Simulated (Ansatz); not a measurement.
A made-up structure of AlSiH4 (charge +1), closed shell:

```tsv
atom	x (Å)	y (Å)	z (Å)
Al1	-0.3246	-1.3426	-0.0610
Si2	0.2735	1.1287	0.0504
H3	-1.8639	-1.5340	0.1521
H4	0.9619	-2.1967	-0.3194
H5	-0.3192	-2.4360	0.9948
H6	0.6525	1.8756	1.2772
```

It is relaxed with PBE-D4/def2-SVP and then PBE0-D4/def2-TZVP (Ansatz 0.2.0). Atoms count as bonded within 1.22 times the sum of their covalent radii (H–H: 0.88 Å). The end point is not checked to be a true minimum.

(1) Does its bonding change? (Judge from chemistry; the calculation decides.)

## Answers

(1) Computed: Yes. Formed: Al1–H6, Si2–H3, Si2–H4; broken: none.

Where it ends: The first stage lowers the energy by 5.16 eV in 18 steps. It ends as AlSiH₄ ([H]1[AlH]23[H][Si]12[H]3), total charge +1:
| atom | x (Å) | y (Å) | z (Å) |
| --- | --- | --- | --- |
| Al1 | -0.2057 | -1.4640 | 0.6428 |
| Si2 | 0.1053 | 0.7019 | -0.2494 |
| H3 | -1.2119 | -0.2774 | -0.2364 |
| H4 | 0.8614 | -0.7168 | -0.5805 |
| H5 | -0.4105 | -2.8902 | 1.2303 |
| H6 | 0.2416 | 0.1416 | 1.2874 |

Labels in which every atom is bracketed show which atoms are joined, not bond orders.

For scale, one of the runs: PBE0-D4/def2-TZVP relaxation, 98 basis functions, launched by `ansatz run in.yaml --threads 2 --pin off --events-out ev --progress --plain --max-ram 4352MiB`. The run took about 7 s on 2 CPU threads of an Arm Neoverse V1 (shared host).
